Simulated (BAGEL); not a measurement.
# quartet SiCl at 3 levels

Aim: a comparison of 3 runs (ROHF/6-31G*, UHF/aug-cc-pVTZ, NEVPT2(11,8)/aug-cc-pVTZ) of quartet SiCl. 

Program for the calculation: BAGEL 1.2.2.

6 further runs of the same task are left out: 2 that didn't finish, 4 set aside as unsound or not needed.

## 1. The molecule

SiCl: 2 atoms, total charge 0, spin state quartet. SMILES of the parent species: `[Si]Cl`. The shape is that of a PBE0-D4/def2-TZVP optimisation. That shape belongs to the parent species and isn't relaxed for this state.

Bond lengths: Si1–Cl2 2.067 Å.

## 2. The energy at ROHF/6-31G(d) (density fitting with cc-pvqz-jkfit, spherical functions) (run 1)

The input, job.json:

```json
{ "bagel" : [

{
  "title" : "molecule",
  "basis" : "6-31gs.json",
  "df_basis" : "cc-pvqz-jkfit",
  "angstrom" : "true",
  "geometry" : [
    { "atom" : "Si", "xyz" : [       0.881810,      -0.293660,       0.452120 ] },
    { "atom" : "Cl", "xyz" : [      -0.881810,       0.293660,      -0.452120 ] }
  ]
},

{ "title" : "rohf", "nopen" : 3 },

{ "title" : "print", "file" : "orbitals.molden", "orbitals" : "true" }

]}
```

The basis set 6-31G* is read from a file made from the Basis Set Exchange's data (not shown).

The run is started by

```bash
$ BAGEL_NUM_THREADS=1 BAGEL job.json > job.out
```

What it wrote:

```text
* using 1 threads per process

  ===============================================================
  ===============================================================

  *** Geometry ***

  { "atom" : "Si", "xyz" : [      1.666379,     -0.554937,      0.854383 ] },
  { "atom" : "Cl", "xyz" : [     -1.666379,      0.554937,     -0.854383 ] },

  Number of auxiliary basis functions:      296

  Since a DF basis is specified, we compute 2- and 3-index integrals:
    o Being stored without compression. Storage requirement is 0.003 GB

  Number of basis functions:       36
  Number of electrons      :       31

    * METHOD: MOLECULE                             0.08

  *** Open-shell HF ***

  === Nuclear Repulsion ===
    60.9276139950

      * DIIS with orbital gradients will be used.

  === ROHF iteration (6-31gs.json) ===
      0       -748.24735297          0.01834724           0.03
      1       -748.29044331          0.00921452           0.02
      2       -748.29988166          0.00456735           0.02
      3       -748.30287973          0.00250790           0.02
      4       -748.30456858          0.00044838           0.03
      5       -748.30487082          0.00012624           0.02
      6       -748.30487259          0.00003873           0.02
      7       -748.30487378          0.00000985           0.03
      8       -748.30487539          0.00000306           0.02
      9       -748.30487574          0.00000124           0.02
     10       -748.30487582          0.00000018           0.02
     11       -748.30487583          0.00000005           0.02
     12       -748.30487583          0.00000002           0.02
     13       -748.30487583          0.00000001           0.02
    * SCF iteration converged.

    * S^2 (ROHF) is 3.7500

    * Permanent dipole moment:
           (   -0.743425,     0.247575,    -0.381168) a.u.

    * METHOD: ROHF                                 0.41

    * METHOD: PRINT                                0.00

  ===============================================================
```

Run time: 2.6 s. Hardware: 1 thread of Intel Xeon 6975P-C (Granite Rapids), shared host; peak memory 0.14 GiB.

## 3. The energy at UHF/aug-cc-pVTZ (density fitting with cc-pvqz-jkfit) (run 2)

The input, job.json:

```json
{ "bagel": [

{
  "title": "molecule",
  "basis": "aug-cc-pvtz.json",
  "df_basis": "cc-pvqz-jkfit",
  "angstrom": true,
  "geometry": [
    { "atom": "Si", "xyz": [       0.881810,      -0.293660,       0.452120 ] },
    { "atom": "Cl", "xyz": [      -0.881810,       0.293660,      -0.452120 ] }
  ]
},

{ "title": "uhf", "nopen": 3 },

{ "title": "print", "file": "orbitals.molden", "orbitals": true }

]}
```

The basis set aug-cc-pVTZ is read from a file made from the Basis Set Exchange's data (not shown).

The run is started by

```bash
$ BAGEL_NUM_THREADS=1 BAGEL job.json > job.out
```

What it wrote:

```text
* using 1 threads per process

  ===============================================================
  ===============================================================

  *** Geometry ***

  { "atom" : "Si", "xyz" : [      1.666379,     -0.554937,      0.854383 ] },
  { "atom" : "Cl", "xyz" : [     -1.666379,      0.554937,     -0.854383 ] },

  Number of auxiliary basis functions:      296

  Since a DF basis is specified, we compute 2- and 3-index integrals:
    o Being stored without compression. Storage requirement is 0.024 GB

  Number of basis functions:      100
  Number of electrons      :       31

    * METHOD: MOLECULE                             0.14

  *** Open-shell HF ***

  === Nuclear Repulsion ===
    60.9276139950

      * DIIS with orbital gradients will be used.

  === UHF iteration (aug-cc-pvtz.json) ===
      0       -748.32036246          0.00948847           0.10
      1       -748.36193369          0.00505577           0.10
      2       -748.37202014          0.00274544           0.10
      3       -748.37490506          0.00154950           0.10
      4       -748.37710120          0.00040639           0.10
      5       -748.37729609          0.00020202           0.10
[... 9 lines of this table left out ...]
     15       -748.37738613          0.00000001           0.10
     16       -748.37738613          0.00000000           0.09
    * SCF iteration converged.

    * S^2 (UHF) is 3.7545

    * Permanent dipole moment:
           (   -0.439711,     0.146433,    -0.225448) a.u.

    * METHOD: UHF                                  1.81

    * METHOD: PRINT                                0.02

  ===============================================================
```

Wall time 3.9 s (1 thread of Intel Xeon 6975P-C (Granite Rapids), shared host); peak memory 0.14 GiB.

## 4. A single-point energy at NEVPT2(11,8)/aug-cc-pVTZ (density fitting with cc-pvqz-jkfit) (run 3)

The input, input.json:

```json
{ "bagel" : [

{
  "title" : "molecule",
  "basis" : "aug-cc-pvtz.json",
  "df_basis" : "cc-pvqz-jkfit",
  "angstrom" : true,
  "geometry" : [
    { "atom" : "Si", "xyz" : [       0.881810,      -0.293660,       0.452120 ] },
    { "atom" : "Cl", "xyz" : [      -0.881810,       0.293660,      -0.452120 ] }
  ]
},

{ "title" : "hf", "charge" : 1 },

{ "title" : "casscf", "nstate" : 1, "nact" : 8, "nclosed" : 10, "nspin" : 3, "maxiter" : 200, "natocc" : true },

{ "title" : "nevpt2", "nstate" : 1, "nact" : 8, "nclosed" : 10, "nspin" : 3, "maxiter" : 200, "natocc" : true, "ncore" : 10 },

{ "title" : "print", "file" : "orbitals.molden", "orbitals" : true }

]}
```

The basis set aug-cc-pVTZ is read from a file made from the Basis Set Exchange's data (not shown).

The run is started by

```bash
$ BAGEL_NUM_THREADS=1 BAGEL input.json > input.out
```

What it wrote:

```text
* using 1 threads per process

  ===============================================================
  ===============================================================

  *** Geometry ***

  { "atom" : "Si", "xyz" : [      1.666379,     -0.554937,      0.854383 ] },
  { "atom" : "Cl", "xyz" : [     -1.666379,      0.554937,     -0.854383 ] },

  Number of auxiliary basis functions:      296

  Since a DF basis is specified, we compute 2- and 3-index integrals:
    o Being stored without compression. Storage requirement is 0.024 GB

[... 18 lines left out ...]
    * SCF iteration converged.
[... 1 line left out ...]
    * Permanent dipole moment:
[... 22 lines left out ...]
    * Second-order optimization converged. *
[... 11 lines left out ...]
     * ci vector, state   0, <S^2> = 3.7500
[... 3 lines left out ...]
    * METHOD: CASSCF                               9.16

    * freezing 10 orbitals

  === DF-NEVPT2 calculation ===

    * 3-index integral transformation done
    * assembly done

      NEVPT2 correlation energy:   -0.2004911751      0.10

          (+0)      0.0000000000
          (+0)'     0.0000000000
          (+1)      0.0000000000
          (+1)'     0.0000000000
          (+2)      0.0000000000
          (-1)      0.0000000000
          (-1)'    -0.0518186168
          (-2)     -0.1486725583

      NEVPT2 total energy:       -748.5928266953

    * METHOD: NEVPT2                              14.76

    * METHOD: PRINT                                0.02

  ===============================================================
```

Wall time 27 s (1 thread of Intel Xeon 6975P-C (Granite Rapids), shared host); peak memory 0.49 GiB.

## 5. Overview of the runs

```tsv
run	level	iteration cap	active rule	energy (Eh)	dipole moment (D)	⟨S²⟩	wall time
1	ROHF/6-31G* (density fitting with cc-pvqz-jkfit, spherical functions)	–	–	-748.304876	2.21	3.750	2.6 s
2	UHF/aug-cc-pVTZ (density fitting with cc-pvqz-jkfit)	–	–	-748.377386	1.31	3.755	3.9 s
3	NEVPT2(11,8)/aug-cc-pVTZ (density fitting with cc-pvqz-jkfit)	200	valence	-748.592827	–	–	27 s
```

## 6. Summary of results

| quantity | value |
| --- | --- |
| run 3: total energy | -748.59283 Eh |

All runs together took 34 s, the longest 27 s.
